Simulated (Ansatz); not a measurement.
# Band gap of some cubic tetrahedrally bonded semiconductors and semimetals

Method: HSE06 in Ansatz (PAW). References are measured gaps from which a computed or estimated zero-point shift was taken out, by their sources or here, so that they lie as a rule above the printed measurements.

Values in eV.

| solid | reference | HSE06 | error (eV) |
|---|---|---|---|
| 3C-SiC | 2.53 | 2.23 | -0.30 |
| zinc-blende BP | 2.2¶ (2.20–2.50) | 1.96 | -0.24 |
| diamond-structure Si | 1.23 | 1.12 | -0.11 |
| zinc-blende InP | 1.47 | 1.47 | 0.00 |
| zinc-blende ZnS | 3.94 | 3.32 | -0.62 |
| zinc-blende AlP | 2.54 | 2.27 | -0.27 |
| zinc-blende GaP | 2.43 | 2.26 | -0.17 |

Over these 7 solids the mean error is -0.24 eV, the mean absolute error 0.24 eV (median 0.24 eV), and the worst case zinc-blende ZnS at -0.62 eV; the value is below the reference in 6 of 7 cases.

¶ marks references of a special kind: zinc-blende BP, 2.2 eV (measured, zero-point renormalisation of 0.106 eV removed from the gap extrapolated to 0 K (as printed); the shift is computed, second of two values printed, our sources range from 2.20 to 2.50; as tabulated in X. Ren, F. Merz, H. Jiang et al., All-electron periodic G0W0 implementation …).

Brackets give the range of the sources taken for a reference, where it is wide; it can hold other temperatures.

Differences are worked out from the printed values.

Computed values are for a static lattice; measured ones hold zero-point and thermal shifts unless a correction is named.

Levels without +SOC have no spin–orbit coupling; where heavier elements are present it shifts gaps, mostly down, and can invert bands. Cells: HSE06 at the measured cell. Ansatz's density-functional and Hartree–Fock values are scalar-relativistic unless marked +SOC, with PAW data made under PBE.

Ansatz's runs of these crystals have no spin polarisation.

Not in this set, of the tetrahedrally bonded semiconductors and semimetals with a reference value in our tables and a result at some level: 15 for a reference of another kind, counted apart; 8 for spin–orbit coupling left out; 4 for a doubt noted on the run at HSE06; 1 for sources at odds; 1 for another kind of cell or another program; 1 for a measured value of zero; 1 for a high-temperature or high-pressure phase. These can be a level's best or worst cases. At least 6 more with a reference value are held back for tests. Solids without a released value at any level aren't counted. Without +SOC, gaps count where the solid holds none of Ge, As, Se, Br, Sn, Sb, Te, I or the elements past barium, or holds Ge, As, Se or Br with a gap over 4 eV. Layered and molecular crystals are counted apart. The metals Ce to Yb are counted apart.

References as tabulated in, or derived from, Chen et al. (2018), doi:10.1103/physrevmaterials.2.073803; X. Ren, F. Merz, H. Jiang et al., All-electron periodic G0W0 implementation ….

Ansatz is an electronic-structure program.
